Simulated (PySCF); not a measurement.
# SiFOH: triplet, from a bent start

The task is one start of a wider search on SiFOH: the triplet, from a bent start. It is relaxed, tested by its Hessian and followed downhill if it is a saddle.

Computed with PySCF 2.14.0. Level: PBE0, basis Si def2-TZVP, F def2-TZVP, O def2-TZVP, H def2-TZVP, no relativity, density fitting.

**1. Starting geometry**

4 atoms, charge 0, spin multiplicity 3.

Bond lengths: Si1–F2 1.800 Å, Si1–O3 1.790 Å, O3–H4 0.960 Å. Angles: F2–Si1–O3 110.0°, Si1–O3–H4 130.0°.

Coordinates in bohr (charge 0 multiplicity 3):
```
Si    0.0000    0.0000    0.0000
F     2.7864    0.0000    1.9510
O    -2.7709    0.0000    1.9402
H    -3.7262    1.3897    2.6090
```

**2. Finding the electronic state**

One driver script runs all steps and calls PySCF; scf.py shows how it sets up the SCF of each step. The optimiser is the driver's own. After this first run the driver tries any further starts and a stability analysis.

The input, scf.py:

```python
from pyscf import gto, scf, dft
mol = gto.M(atom='''
Si     0.000000     0.000000     0.000000
F      1.474500     0.000000     1.032400
O     -1.466300     0.000000     1.026700
H     -1.971800     0.735400     1.380600''',
    basis={'Si': 'def2-TZVP', 'F': 'def2-TZVP', 'O': 'def2-TZVP', 'H': 'def2-TZVP'},
    charge=0, spin=2)
mf = dft.UKS(mol, xc='PBE0')
mf.grids.atom_grid = (50, 194)
aux = {'Si': 'def2-universal-JKFIT', 'F': 'def2-universal-JKFIT', 'O': 'def2-universal-JKFIT', 'H': 'def2-universal-JKFIT'}
mf = mf.density_fit(auxbasis=aux)
mf.conv_tol = 1e-08
mf.diis_space = 10
mf.max_cycle = 60
mf.init_guess = 'minao'
mf.verbose = 4
mf.kernel()
```

Started as:

```
> OMP_NUM_THREADS=4 python axn.py task.json out
```

The program printed:

```text
init E= -464.865421673154
[... the frontier-level lines of each cycle are left out ...]
cycle= 1 E= -464.742849247065  delta_E= 0.123  |g|= 0.63  |ddm|=  1.3
cycle= 2 E= -464.113585283058  delta_E= 0.629  |g|= 1.39  |ddm|= 1.14
cycle= 3 E= -464.894381720092  delta_E= -0.781  |g|= 0.107  |ddm|= 0.828
cycle= 4 E= -464.895243122348  delta_E= -0.000861  |g|= 0.123  |ddm|= 0.137
cycle= 5 E= -464.900319243314  delta_E= -0.00508  |g|= 0.011  |ddm|= 0.0583
cycle= 6 E= -464.900416267576  delta_E= -9.7e-05  |g|= 0.00341  |ddm|= 0.0149
cycle= 7 E= -464.900428436669  delta_E= -1.22e-05  |g|= 0.00168  |ddm|= 0.00622
cycle= 8 E= -464.900430966121  delta_E= -2.53e-06  |g|= 0.000686  |ddm|= 0.00237
cycle= 9 E= -464.90043168356  delta_E= -7.17e-07  |g|= 0.000167  |ddm|= 0.00165
cycle= 10 E= -464.900431760085  delta_E= -7.65e-08  |g|= 4.21e-05  |ddm|= 0.000654
cycle= 11 E= -464.900431763105  delta_E= -3.02e-09  |g|= 1.24e-05  |ddm|= 0.000117
Extra cycle  E= -464.900431763167  delta_E= -6.14e-11  |g|= 1.4e-05  |ddm|= 1.69e-05
converged SCF energy = -464.900431763167  <S^2> = 2.0039847  2S+1 = 3.0026553
```

This step, with its further starts and checks, needed 7.4 s of wall time on 4 threads of Arm Neoverse V1, shared host.

The starts that the driver tried:

| start | energy (Eh) |
| --- | --- |
| the minimal-basis guess | -464.900432 |
| a thermally smeared density | -464.900432 |
| a smeared PBE density | -464.900432 |

The test of internal stability and the other starts found no lower solution of this spin.

**3. Bent start, triplet: relaxation**

The program finds C1 symmetry in the start.

Edit scf.py of step 2 so:

```diff
@@ -3,4 +3,4 @@
-Si     0.000000     0.000000     0.000000
-F      1.474500     0.000000     1.032400
-O     -1.466300     0.000000     1.026700
-H     -1.971800     0.735400     1.380600''',
+Si    -0.040210    -0.011585    -0.585003
+F      1.434290    -0.011585     0.447397
+O     -1.506510    -0.011585     0.441697
+H     -2.012010     0.723815     0.795597''',
@@ -16 +15,0 @@
-mf.init_guess = 'minao'
```

Steps of the walk:

| step | energy (Eh) | change (kJ/mol) | largest gradient (Eh/bohr) |
| --- | --- | --- | --- |
| 0 | -464.900432 | 0.00 | 0.08353 |
| 1 | -464.929240 | -75.64 | 0.01472 |
| 2 | -464.930484 | -78.90 | 0.01238 |
| 3 | -464.931034 | -80.35 | 0.00584 |
| 4 | -464.931090 | -80.49 | 0.00351 |
| 5 | -464.931136 | -80.61 | 0.00072 |
| 6 | -464.931137 | -80.62 | 0.00054 |
| 7 | -464.931137 | -80.62 | 0.00001 |

The walk took 8.6 s.

After 7 steps and 80.6 kJ/mol it ends at C1: O–H 0.961 Å, Si–F 1.606 Å, Si–O 1.648 Å; F–Si–O 116.8°, H–O–Si 115.0°.

**4. Hessian and properties**

The point is checked on the finer grid, and tightened if its gradient asks for it. The Hessian and the dipole derivatives come from central differences of analytic gradients, with steps of 0.02 bohr.

Edit scf.py of step 3 so:

```diff
@@ -3,4 +3,4 @@
-Si    -0.040210    -0.011585    -0.585003
-F      1.434290    -0.011585     0.447397
-O     -1.506510    -0.011585     0.441697
-H     -2.012010     0.723815     0.795597''',
+Si    -0.033506     0.042101    -0.481939
+F      1.342628    -0.014032     0.344970
+O     -1.426239    -0.104966     0.386480
+H     -1.819010     0.725305     0.670146''',
@@ -10 +10 @@
-mf.grids.atom_grid = (50, 194)
+mf.grids.atom_grid = (75, 302)
@@ -13 +13 @@
-mf.conv_tol = 1e-08
+mf.conv_tol = 1e-10
```

The driver hands on the density of the step before, so the log starts near convergence.

SCF at the final geometry:

```text
init E= -464.931143712106
[... the frontier-level lines of each cycle are left out ...]
cycle= 1 E= -464.931143712107  delta_E= -4.55e-13  |g|= 2.57e-06  |ddm|= 1.94e-06
Extra cycle  E= -464.9311437121  delta_E= 6.59e-12  |g|= 4.49e-06  |ddm|= 3.22e-06
converged SCF energy = -464.9311437121  <S^2> = 2.0020565  2S+1 = 3.0013707
```

The whole step took 43 s.

Geometry: C1; O–H 0.961 Å, Si–F 1.606 Å, Si–O 1.648 Å; F–Si–O 116.7°, H–O–Si 115.1°.

Harmonic modes (main isotopes):

```
symmetry  ω (cm⁻¹)  IR (km/mol)  μ (u)
       a       265          6.4  11.29
       a       368          112   1.15
       a       799         79.3  10.28
       a       870          175   1.67
       a       956         57.3   3.07
       a      3863          139   1.07
```

Every mode is real; the point is a minimum.

Constants and moments:

```
Dipole moment                                                   : 1.92 D
Highest occupied level                                          : -4.82 eV
Lowest empty level                                              : -4.09 eV
Rotational constants                                            : 1.366, 0.2379, 0.206 cm⁻¹
Zero-point energy                                               : 42.6 kJ/mol
Principal polarisabilities                                      : 26.7, 28.9, 33.3 bohr³
Atomisation energy without zero-point energy                    : 1276 kJ/mol
Principal traceless quadrupole moments about the centre of mass : -5.08, -0.55, 5.63 D Å
Entropy at 298.15 K and 1 bar (electronic part: spin only)      : 278.2 J/(mol K)
Heat capacity Cp at 298.15 K                                    : 53.7 J/(mol K)
Enthalpy at 298.15 K above 0 K                                  : 12.51 kJ/mol
Rotational symmetry number                                      : 1
Spin squared ⟨S²⟩                                               : 2.002
```

Populations by atom (charges in e):

| atom | Mulliken | Löwdin | polar tensor | spin (Mulliken) | Mayer order to Si1 |
| --- | --- | --- | --- | --- | --- |
| Si1 | 0.39 | -0.04 | 0.86 | 1.80 | – |
| F2 | -0.27 | -0.01 | -0.52 | 0.08 | 1.10 |
| O3 | -0.46 | -0.12 | -0.66 | 0.11 | 1.23 |
| H4 | 0.34 | 0.18 | 0.31 | 0.01 | 0.02 |

Mulliken populations on Si1: s 5.20, p 7.92, d 0.40, f 0.08.

**5. Summary of results**

```
                                          quantity                                                                  value
                                           minimum                                                            triplet, C1
                                          geometry  O–H 0.961 Å, Si–F 1.606 Å, Si–O 1.648 Å; F–Si–O 116.7°, H–O–Si 115.1°
                                wavenumbers (cm⁻¹)                  265 (a), 368 (a), 799 (a), 870 (a), 956 (a), 3863 (a)
                                     dipole moment                                                                 1.92 D
highest occupied, lowest empty level (either spin)                                                        -4.82, -4.09 eV
                        polar-tensor charge of Si1                                                                +0.86 e
                                 zero-point energy                                                            42.6 kJ/mol
                               entropy at 298.15 K                                                        278.2 J/(mol K)
         atomisation energy (no zero-point energy)                                                            1276 kJ/mol
                                              ⟨S²⟩                                                                  2.002
```

What this shows: The bent start ends in a minimum without symmetry. In the infrared the band at 870 cm⁻¹ (a) leads. Most of the spin sits on Si1 (Mulliken spin 1.80, against 2 for the whole molecule). Other starts or spin states, not run here, may lie lower.

The search up to here took 59 s.
